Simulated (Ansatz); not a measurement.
Geometry optimisation, Ansatz 0.2.0, RKS PBE/def2-SVP.

input.yaml

```yaml
crystal:
  periodic: [false, false, false]
  atoms:
    - { symbol: "N", position_ang: [-1.12057, -0.28989, -0.20952] }
    - { symbol: B, position_ang: [0.05351, -0.05247, 0.14829] }
    - { symbol: O, position_ang: [1.29349, 0.23939, 0.47227] }
    - { symbol: H, position_ang: [-2.04892, -0.61846, -0.25462] }
    - { symbol: H, position_ang: [0.53591, -0.61092, 1.05621] }
basis:
  gaussian: { orbitals: def2-SVP }
hamiltonian:
  xc: pbe
relax:
  f_tol: 0.02
  max_steps: 50
```

Command:

```bash
$ ansatz run input.yaml --threads 1 --pin off --max-ram 2048MiB --backend cpu --events-out ev --progress --plain --runs-dir out
```

Problem. Where does it end, and by what steps?

Solution. The forces met the threshold. After 10 steps the energy has fallen by 2.574 eV; H5 moved furthest, 0.90 Å. Parted: B2–H5 (1.17 → 1.95 Å). Joined: O3–H5 (1.28 → 0.97 Å).

```tsv
step	energy less start (eV)	largest force component (eV/Å)	accepted
0	0.0000	3.593	yes
1	-0.5951	3.148	yes
2	-1.6539	3.311	yes
3	-2.1401	2.551	yes
4	-2.4539	0.741	yes
5	-2.5328	1.384	yes
6	-2.5552	0.384	yes
7	-2.5702	0.444	yes
8	-2.5742	0.171	yes
9	-2.5722	0.607	no
10	-2.5743	0.003	yes
```

```xyz
5
Properties=species:S:1:pos:R:3
N -1.336 -0.339 -0.244
B -0.161 -0.148 0.158
O 1.103 0.086 0.549
H -2.278 -0.478 -0.558
H 1.386 -0.454 1.307
```

Whether the end is a true minimum wasn't checked by a vibrational analysis.

Run time: 22 s on 1 thread of Intel(R) Xeon(R) Processor @ 2.50GHz (Skylake/Cascade Lake), on a shared host, peak memory 0.13 GiB.
